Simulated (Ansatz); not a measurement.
# BNH₄: one species, many methods

An exercise on one series of results from a longer session: the logs are not shown, and one member is left open.

Program: Ansatz 0.2.0, Gaussian basis. Level of theory: functionals in def2-TZVPP, the program's frozen cores in correlated methods. These are calculated values, not measurements.

Levels to be run: LDA (SPW92), PBE-D4, revPBE-D4, BLYP-D4, r2SCAN-D4, B97M-V, PBE0-D4, B3LYP-D4, r2SCANh-D4, r2SCAN0-D4, HSE06-D4, BHLYP-D4, CAM-B3LYP-D4, LC-ωPBE, ωB97X-V, ωB97M-V, B2PLYP, PBE-QIDH; CCSD(T)/def2-SVP; CCSD(T)/def2-TZVPP; CCSD(T)/def2-QZVPP; extrapolation to the limit; RPA on PBE.

## The relaxed structure

An earlier PBE0-D4 in a triple-zeta def2 set relaxation fixed the geometry.

SMILES `BN`, 6 atoms, charge 0, spin multiplicity 1.

Atoms are counted from 1 here; the program's logs count them from 0.

Bond lengths: B1–N2 1.385 Å, B1–H3 1.197 Å, B1–H4 1.197 Å, N2–H5 1.006 Å, N2–H6 1.006 Å. Angles: N2–B1–H3 119.0°, N2–B1–H4 119.0°, H3–B1–H4 122.0°, B1–N2–H5 123.2°, B1–N2–H6 123.2°, H5–N2–H6 113.5°.

Set-up of the first run:

in.yaml

```yaml
crystal:
  periodic: [false, false, false]
  atoms:
    - {symbol: B, position_ang: [-0.128174, -0.679645, -0.025624]}
    - {symbol: N, position_ang: [0.146062, 0.677372, 0.010773]}
    - {symbol: H, position_ang: [0.225780, -1.368032, 0.887485]}
    - {symbol: H, position_ang: [-0.711995, -1.128714, -0.969244]}
    - {symbol: H, position_ang: [-0.121616, 1.313666, -0.720835]}
    - {symbol: H, position_ang: [0.632043, 1.121353, 0.771348]}
basis:
  gaussian: {orbitals: def2-TZVPP}
hamiltonian: {xc: lda}
output: {orbitals: {seedname: orbitals}}
```

Among the steps run: LDA; PBE-D4 (GGA); revPBE-D4 (GGA); BLYP-D4 (GGA); r2SCAN-D4 (meta-GGA); B97M-V (meta-GGA); PBE0-D4 (hybrid); B3LYP-D4 (hybrid); r2SCANh-D4 (hybrid); r2SCAN0-D4 (hybrid); HSE06-D4 (hybrid); BHLYP-D4 (hybrid); CAM-B3LYP-D4 (range-separated); LC-ωPBE-D4 (range-separated; the results give it without D4); ωB97X-V (range-separated); ωB97M-V (range-separated); B2PLYP (double hybrid); PBE-QIDH (double hybrid).

One of the session's tables, all rows but one given; the rest of the session is left out.

It belongs to the step «Frontier levels by functional». 

| functional | HOMO (eV) | gap (eV) |
| --- | --- | --- |
| LDA (SPW92) | -7.48 | 6.49 |
| PBE-D4 | -7.34 | 6.59 |
| revPBE-D4 | ? | ? |
| BLYP-D4 | -7.19 | 6.56 |
| r2SCAN-D4 | -7.58 | 7.25 |
| B97M-V | -7.66 | 7.18 |
| PBE0-D4 | -8.70 | 8.92 |
| B3LYP-D4 | -8.44 | 8.41 |
| r2SCANh-D4 | -8.10 | 8.10 |
| r2SCAN0-D4 | -8.88 | 9.37 |
| HSE06-D4 | -8.29 | 8.13 |
| BHLYP-D4 | -9.94 | 11.10 |
| CAM-B3LYP-D4 | -10.15 | 11.40 |
| LC-ωPBE | -11.63 | 14.07 |
| ωB97X-V | -11.19 | 13.54 |
| ωB97M-V | -11.12 | 13.18 |

Q: Estimate the row for revPBE-D4 from the others.

**Answer.** HOMO (eV): -7.27; gap (eV): 6.62. In the column «HOMO (eV)» it lies between PBE-D4 (-7.34) and BLYP-D4 (-7.19).
